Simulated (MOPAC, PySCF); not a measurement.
H$_{3}$N, SMILES `N`, neutral singlet in the gas phase. 

Z-matrix (Å, degrees):
```
N
H 1 1.0199
H 1 1.0199 2 105.25
H 1 1.0199 2 105.25 3 -110.91
```
Charge 0, spin multiplicity 1.

All levels are single points at this geometry (PBE0-D4/def2-SVP); Pople sets use spherical d functions. Orbital energies aren't observables, and empty levels follow the basis.

```json
[
 {"level": "PBE-D3(BJ)/def2-TZVP in PySCF", "HOMO (eV)": "-6.07", "LUMO (eV)": "0.20", "gap (eV)": "6.26", "dipole (D)": "1.75", "vertical IE, Delta-SCF (eV)": "10.98"},
 {"level": "PBE0-D4/def2-TZVP in PySCF", "HOMO (eV)": "-7.70", "LUMO (eV)": "1.01", "gap (eV)": "8.71", "dipole (D)": "1.79", "vertical IE, Delta-SCF (eV)": "10.87"},
 {"level": "B3LYP/6-31G* in PySCF", "HOMO (eV)": "-6.90", "LUMO (eV)": "2.17", "gap (eV)": "9.07", "dipole (D)": "1.93", "vertical IE, Delta-SCF (eV)": "10.78"},
 {"level": "M06-2X/6-31G* in PySCF", "HOMO (eV)": "-8.85", "LUMO (eV)": "3.56", "gap (eV)": "12.42", "dipole (D)": "1.97", "vertical IE, Delta-SCF (eV)": "–"},
 {"level": "SVWN5/6-31G* in PySCF", "HOMO (eV)": "-5.47", "LUMO (eV)": "1.52", "gap (eV)": "7.00", "dipole (D)": "2.00", "vertical IE, Delta-SCF (eV)": "10.96"},
 {"level": "PM6 in MOPAC", "HOMO (eV)": "-10.29", "LUMO (eV)": "4.37", "gap (eV)": "14.66", "dipole (D)": "2.39", "vertical IE, Delta-SCF (eV)": "–"}
]
```
